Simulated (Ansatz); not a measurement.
Two shapes of singlet H2F2.

Shape 1:

```xyz
4

F     0.0302   -0.3499   -1.2142
H     0.0229    0.4116   -0.8069
F     0.0364    0.3756    1.1608
H     0.0004   -0.4963    0.8271
```

Shape 2:

```xyz
4

F     0.0000   -0.4150   -1.2896
H     0.0000    0.4916   -0.8625
F     0.0000    0.4150    1.2896
H     0.0000   -0.4916    0.8625
```

Basis set: cc-pVDZ (spherical functions). Correlated methods keep 2 orbitals frozen. Charge 0, multiplicity 1.

Computed with Ansatz (development build ahead of 0.2.0); each method stands on the lowest determinant of its kind that the runs found.

Question: Which shape is lower in energy, and by how much in each method?

Answer:

```csv
method,E(2) − E(1) (eV)
RHF,0.383
RHF-MP2,0.154
```

Shape 1 is lower.
